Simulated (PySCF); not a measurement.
# [NO2]+ (SMILES O=[N+]=O) at 6 levels

We compute a comparison of 6 runs (UMP2/STO-6G, CCSDT(Q)/STO-6G, CCSDT/STO-6G, QCISD(T)/STO-6G, CISD/STO-6G, CCSD(T)/STO-6G) of [NO2]+. 

The results are computed with PySCF 2.14.0.

8 further runs of the same task are left out: 2 that didn't finish, 6 set aside as unsound or not needed.

### Step 1. Starting point

The species is [NO2]+ (3 atoms), meant as a singlet with charge +1. As SMILES, `O=[N+]=O`. The O1–N2 distance was set to 3.107 Å, away from the relaxed value. At this shape a bond of the SMILES string is far longer than usual.

Bond lengths: N2–O3 1.110 Å.

### Step 2. The energy at UMP2/STO-6G (run 1)

Input file run.py:

```python
from pyscf import gto, scf, mp

mol = gto.M(
    atom=[
    ('O', (-1.604340, 2.595696, -0.586829)),
    ('N', (-0.000010, -0.000010, -0.000000)),
    ('O', (0.572990, -0.927010, 0.209580)),
],
    verbose=4,
    basis='sto-6g',
    spin=0,
    charge=1,
    max_memory=1860,
)

mf = scf.UHF(mol)
mf.conv_tol = 1e-10
mf.kernel()
if not mf.converged:
    mf = mf.newton().run(mf.mo_coeff, mf.mo_occ)
for _ in range(3):
    mo, _, stable, _ = mf.stability(return_status=True)
    if stable:
        break
    mf.kernel(mf.make_rdm1(mo, mf.mo_occ))

pt = mp.MP2(mf, frozen=3).run()
etot = pt.e_tot
print('E(%s) = %.9f' % ('MP2', etot))
```

Run with:

```console
$ OMP_NUM_THREADS=1 python run.py
```

The log of the run:

```text
PySCF version 2.14.0

[INPUT] num. atoms = 3
[INPUT] num. electrons = 22
[INPUT] charge = 1
[INPUT] spin (= nelec alpha-beta = 2S) = 0
[INPUT] symmetry False subgroup None
[INPUT] Mole.unit = angstrom
[INPUT] Symbol           X                Y                Z      unit          X                Y                Z       unit  Magmom
[INPUT]  1 O     -1.604340000000   2.595696000000  -0.586829000000 AA   -3.031763210685   4.905154542629  -1.108946091952 Bohr   0.0
[INPUT]  2 N     -0.000010000000  -0.000010000000   0.000000000000 AA   -0.000018897261  -0.000018897261   0.000000000000 Bohr   0.0
[INPUT]  3 O      0.572990000000  -0.927010000000   0.209580000000 AA    1.082794172115  -1.751795014733   0.396048801186 Bohr   0.0

nuclear repulsion = 44.2702406787269
number of shells = 9
number of NR pGTOs = 90
number of NR cGTOs = 15
basis = sto-6g
ecp = {}

[... 18 lines left out ...]
[... the frontier-level lines of each cycle are left out ...]
[... 1 line left out ...]
[... 1 line left out ...]
[... 66 lines left out ...]
converged SCF energy = -202.79651667927  <S^2> = 1.782432e-10  2S+1 = 1
[... 105 lines left out ...]
converged SCF energy = -202.796516679325  <S^2> = 1.3602222e-09  2S+1 = 1
[... 56 lines left out ...]
converged SCF energy = -202.893713355774  <S^2> = 0.99986044  2S+1 = 2.2359431
[... 80 lines left out ...]
converged SCF energy = -202.895333086436  <S^2> = 1.223635  2S+1 = 2.4278673
[... 1 line left out ...]
******** <class 'pyscf.mp.ump2.UMP2'> ********
nocc = (np.int64(8), np.int64(8)), nmo = (12, 12)
frozen orbitals 3
E(UMP2) = -203.053822748763  E_corr = -0.158489662326531
E(SCS-UMP2) = -203.047447899345  E_corr = -0.152114812908502
E_corr(same-spin) = -0.043930132942309
E_corr(oppo-spin) = -0.114559529384222
E(MP2) = -203.053822749
```

Run time: 0.68 s. Hardware: 1 thread of AMD EPYC 9R45 (Zen 5), shared host; peak memory 0.12 GiB.

### Step 3. A single-point energy at CCSDT(Q)/STO-6G (run 2)

Input file mol.xyz:

```xyz
3

O     -1.604340     2.595696    -0.586829
N     -0.000010    -0.000010     0.000000
O      0.572990    -0.927010     0.209580
```

Input file calc.py:

```python
from pyscf import gto, cc

system = gto.M(
    atom='mol.xyz',
    basis='sto-6g',
    charge=1,
    verbose=4,
    max_memory=1860,
)

mf = system.RHF()
mf.conv_tol = 1e-10
mf.kernel()
if not mf.converged:
    mf = mf.newton().run(mf.mo_coeff, mf.mo_occ)

mycc = cc.CCSDT(mf, frozen=3)
mycc.kernel()
e_bracket, e_q = mycc.ccsdt_q()
e_tot = mycc.e_tot + e_q
print('E(%s) = %.9f' % ('CCSDT(Q)', e_tot))
```

Run with:

```console
$ OMP_NUM_THREADS=1 python calc.py
```

The log of the run:

```text
PySCF version 2.14.0

[INPUT] num. atoms = 3
[INPUT] num. electrons = 22
[INPUT] charge = 1
[INPUT] spin (= nelec alpha-beta = 2S) = 0
[INPUT] symmetry False subgroup None
[INPUT] Mole.unit = angstrom
[INPUT] Symbol           X                Y                Z      unit          X                Y                Z       unit  Magmom
[INPUT]  1 O     -1.604340000000   2.595696000000  -0.586829000000 AA   -3.031763210685   4.905154542629  -1.108946091952 Bohr   0.0
[INPUT]  2 N     -0.000010000000  -0.000010000000   0.000000000000 AA   -0.000018897261  -0.000018897261   0.000000000000 Bohr   0.0
[INPUT]  3 O      0.572990000000  -0.927010000000   0.209580000000 AA    1.082794172115  -1.751795014733   0.396048801186 Bohr   0.0

nuclear repulsion = 44.2702406787269
number of shells = 9
number of NR pGTOs = 90
number of NR cGTOs = 15
basis = sto-6g
ecp = {}

[... 18 lines left out ...]
WARN: HOMO -0.310521956155967 == LUMO -0.309552459973195
[... 22 lines left out ...]
converged SCF energy = -202.796516679277
[... 16 lines left out ...]
WARN: A large `blksize` is being used, which may cause large memory consumption
[... 13 lines left out ...]
Init t2, MP2 energy = -203.000525702824  E_corr(MP2) -0.204009023547
[... 39 lines left out ...]
RCCSDT converged
[... 5 lines left out ...]
E(CCSDT(Q)) = -203.033630140
```

It took 1.6 s on 1 thread of AMD EPYC 9R45 (Zen 5), shared host; peak memory 0.12 GiB.

Runs 3 to 4 aren't shown in full; the table further down has their settings and results.

### Step 4. The energy at CISD/STO-6G (run 5)

Input file calc.py:

```python
from pyscf import gto, scf, ci

molecule = gto.Mole()
molecule.atom = '''
O     -1.604340     2.595696    -0.586829
N     -0.000010    -0.000010     0.000000
O      0.572990    -0.927010     0.209580
'''
molecule.max_memory = 1860
molecule.basis = 'sto-6g'
molecule.charge = 1
molecule.verbose = 3
molecule.build()

hf = scf.RHF(molecule)
hf.conv_tol = 1e-10
hf.kernel()
if not hf.converged:
    hf = hf.newton().run(hf.mo_coeff, hf.mo_occ)

cisd = ci.CISD(hf, frozen=3)
cisd.kernel()
etot = cisd.e_tot
print('E = %.10f Eh' % etot)
```

Run with:

```console
$ OMP_NUM_THREADS=1 python calc.py
```

The log of the run:

```text
converged SCF energy = -202.796516679277
E(RCISD) = -202.9904554519276  E_corr = -0.1939387726505606
E = -202.9904554519 Eh
```

Run time: 0.48 s. Hardware: 1 thread of AMD EPYC 9R45 (Zen 5), shared host; peak memory 0.1 GiB.

### Step 5. A single-point energy at CCSD(T)/STO-6G (run 6)

Input file job.py:

```python
from pyscf import gto, scf, cc

mol = gto.M(
    atom='O -1.604340 2.595696 -0.586829; N -0.000010 -0.000010 -0.000000; O 0.572990 -0.927010 0.209580',
    charge=1,
    max_memory=1860,
    verbose=3,
    basis='sto-6g',
)

mf = scf.RHF(mol)
mf.conv_tol = 1e-10
mf.kernel()
if not mf.converged:
    mf = mf.newton().run(mf.mo_coeff, mf.mo_occ)

mycc = cc.CCSD(mf, frozen=3)
mycc.kernel()
e_t = mycc.ccsd_t()
energy = mycc.e_tot + e_t
print('E = %.10f Eh' % energy)
```

Run with:

```console
$ OMP_NUM_THREADS=1 python job.py
```

The log of the run:

```text
converged SCF energy = -202.796516679277
E(CCSD) = -203.025647745741  E_corr = -0.2291310664639254
CCSD(T) correction = -0.00555361874410676
E = -203.0312013645 Eh
```

It took 0.54 s on 1 thread of AMD EPYC 9R45 (Zen 5), shared host; peak memory 0.1 GiB.

### Step 6. The series

| run | level | follow instability | energy (Eh) | HOMO energy (eV) | LUMO energy (eV) | HOMO–LUMO gap (eV) | wall time |
| --- | --- | --- | --- | --- | --- | --- | --- |
| 1 | UMP2/STO-6G | yes | -203.053823 | -15.28 | -8.54 | 6.74 | 0.68 s |
| 2 | CCSDT(Q)/STO-6G | – | -203.033630 | -15.31 | -8.79 | 6.52 | 1.6 s |
| 3 | CCSDT/STO-6G | – | -203.032088 | -15.31 | -8.79 | 6.52 | 1.1 s |
| 4 | QCISD(T)/STO-6G | – | -203.031670 | -15.31 | -8.79 | 6.52 | 0.66 s |
| 5 | CISD/STO-6G | – | -202.990455 | -15.31 | -8.79 | 6.52 | 0.48 s |
| 6 | CCSD(T)/STO-6G | – | -203.031201 | -15.31 | -8.79 | 6.52 | 0.54 s |

### Step 7. Summary of results

| quantity | value |
| --- | --- |
| run 6: total energy | -203.03120 Eh |
| run 6: HOMO energy (Hartree–Fock orbitals) | -15.31 eV |
| run 6: LUMO energy (Hartree–Fock orbitals) | -8.79 eV |
| run 6: HOMO–LUMO gap (Hartree–Fock orbitals) | 6.52 eV |
| run 6: correlation energy (3 core orbitals frozen) | -234.7 mEh |
| run 6: (T) correction | -5.55 mEh |
| run 6: T1 diagnostic | 0.014 |

In runs 1, 2, 3, 4, 5, 6 the basis is minimal, so the values are rough. Spin contamination of the reference: run 1 ⟨S²⟩ = 1.22. Where it is this large, the reference is a mixture of spin states, and values that rest on it are in doubt. All runs together took 5 s, the longest 1.6 s.
